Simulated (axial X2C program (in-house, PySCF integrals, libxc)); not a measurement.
**Worked dissociation energy of PF: MP2, non-relativistic**

All values were computed with an in-house relativistic program for diatomic molecules. The Hamiltonian is the X2C one with the speed of light multiplied by 100, which is the non-relativistic limit. Basis: P dyall-v3z [8s7p2d1f], F dyall-v3z [6s5p2d1f] (cores contracted in-house); Gaussian nuclei, density fitting, unrestricted open shells. Masses: P 30.974 u, F 18.998 u.

Molecular state: M_S = 1, Λ = 0 (beyond evenly filled blocks: π+α, π-α).

Correlated methods: 12 electrons correlated (number of frozen shells: P 2 s, 1 p; F 1 s), 134 virtual spin orbitals or spinors in MP2.

```
E(P) (2M_S = 3, M_L = 0) : -340.802920 hartree
E(F) (2M_S = 1, M_L = 0) : -99.622376 hartree
E(PF) at Re              : -440.593056 hartree
ωe                       : 844.5 cm⁻¹
ωexe                     : 4.3 cm⁻¹
```

Work out De and D0.

De = -340.802920 + (-99.622376) − (-440.593056) = 0.16776 hartree = 4.565 eV. The zero-point energy is ωe/2 − ωexe/4 = 421 cm⁻¹ = 0.052 eV, so D0 = 4.513 eV.

Occupations by symmetry block were frozen at the best pattern of an incomplete PBE0 search. De is counted from the lowest determinant-based energies of the atoms at the same level, without counterpoise correction.

Each atomic determinant is the lowest at this level and need not be a pure term. Totals compare only within one Hamiltonian and basis.
